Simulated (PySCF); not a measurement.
CH, SMILES [CH] (connectivity only; charge and spin as stated), charge +1, multiplicity 1. The structure is a stationary point at B3LYP-D3(BJ)/def2-TZVPD.

TDDFT-PBE0/def2-TZVPD (PySCF) puts the lowest singlet excitations at 2.76, 2.76, 12.64, 13.44, 13.44, 15.81 eV.

Problem. What are the lowest excitation roots from PySCF 2.14.0 with ADC(3)/aug-cc-pVDZ? (Estimate from the structure and the level; the computed values follow.)

Solution. 2.86, 2.86, 6.59, 12.88, 13.17, 13.17 eV. S1 differs by 0.10 eV (second minus first; roots are paired by order, and the bases may differ).
